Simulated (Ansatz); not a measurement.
```yaml
crystal:
  periodic: [false, false, false]
  atoms:
    - {symbol: C, position_ang: [-1.151147, 0.209377, -1.150496]}
    - {symbol: C, position_ang: [-0.163189, 0.470577, -0.612320]}
    - {symbol: Si, position_ang: [0.567356, -0.528663, 0.877039]}
    - {symbol: H, position_ang: [-1.807675, 0.537077, -1.958680]}
    - {symbol: H, position_ang: [0.453862, 1.349623, -0.985084]}
    - {symbol: H, position_ang: [0.660210, 0.385525, 2.102102]}
    - {symbol: H, position_ang: [1.881359, -1.003088, 0.532647]}
    - {symbol: H, position_ang: [-0.378327, -1.580610, 1.161934]}
basis:
  gaussian: {orbitals: x2c-TZVPPall}
magnetization: {spin_polarized: true, initial_magnetization: 2}
hamiltonian: {xc: {name: wB97M-V}}
output: {forces: true}
```

```sh
$ ansatz run in.yaml --threads 2 --pin off --events-out ev --progress --plain --max-ram 22528MiB --backend cpu
```

It prints (some lines left out):

```
Error: a molecule whose nuclei and cores have a total charge of 31 cannot have a net charge of 0 together with 2 unpaired electrons
```

Problem. What is wrong with this run?

Solution. The number of unpaired electrons doesn't fit the electron count. The program refused the input.
